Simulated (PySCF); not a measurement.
## One molecule, a ladder of functionals, a line

Molecule: Acetamide (SMILES CC(N)=O).

Atoms are numbered as in `[CH3:1][C:2]([NH2:3])=[O:4]`. Hydrogens are named by the atom that carries them. Ha(N3) is cis to the C=O or C=S heteroatom; Hb(N3) is trans to the C=O or C=S heteroatom.

GIAO shieldings (ppm, equivalent atoms averaged) in PySCF on the PBE0-D3(BJ)/def2-SVP geometry, basis pcSseg-2, gas phase, non-relativistic:

| functional | exact exchange (%) | σ(N3) |
| --- | --- | --- |
| BLYP | 0 | 137.2 |
| BP86 | 0 | 139.4 |
| PBE | 0 | 140.1 |
| PBE0 | 25 | 145.3 |
| mPW1PW91 | 25 | 144.5 |
| BHandHLYP | 50 | 148.3 |
| HF | 100 | 160.8 |

(1) Fit each shielding as a line in the percentage of exact exchange.

(2) What does the line predict for B3LYP (20 %), and what does the run give?

Answers

(1) σ(N3) = 139.0 + 0.21 x (rms 1.0 ppm). The functionals also differ in their semilocal parts, which the line can't hold; Hartree–Fock has no correlation at all.

(2) σ(N3): 143.2 predicted, 141.4 computed ppm.
